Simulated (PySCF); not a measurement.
**What binds to phosphine, and how strongly**

Gas-phase complexes of phosphine, each in one structure from a short search with a few starts, optimised by PBE0-D3(BJ)/def2-TZVPD; other ways of binding may lie lower. Energies in kcal/mol, CCSD(T) at its estimated basis limit, counterpoise-corrected (PySCF): interaction is complex less parts frozen as they stand in it. Contacts are written partner···phosphine; electrostatic, Pauli and orbital are terms of the uncorrected MP2 energy, whose rest is dispersion or correlation. The CCSD(T) estimate is Hartree-Fock/aug-cc-pVQZ, plus the MP2 correlation part extrapolated as X⁻³ from aug-cc-pVTZ and aug-cc-pVQZ, plus CCSD(T) less MP2 in aug-cc-pVDZ; noble-gas cores are frozen. It isn't the exact limit.

6 other partners are left out, for which the search missed the form known or expected to bind best.

Frequency runs check only 1 of the 4 structures; these show no clear imaginary mode. 3 further partners within 0.25 kcal/mol of a listed one are not ranked.

**Question.** Order these partners of phosphine by interaction energy, strongest first: methane, methanol, carbon disulfide, PH2F.

**Answer.** PH2F (-3.3), carbon disulfide (-1.6), methanol (-1.3), methane (-0.5).
| partner | contact | distance (Å) | interaction | electrostatic | Pauli | orbital |
| --- | --- | --- | --- | --- | --- | --- |
| PH2F | P···P | 2.84 | -3.3 | -19.5 | 34.1 | -11.1 |
| carbon disulfide | S···P | 3.87 | -1.6 | -0.9 | 2.2 | -0.3 |
| methanol | O···H | 2.47 | -1.3 | -1.5 | 2.6 | -0.6 |
| methane | H···P | 3.79 | -0.5 | -0.2 | 0.7 | -0.1 |
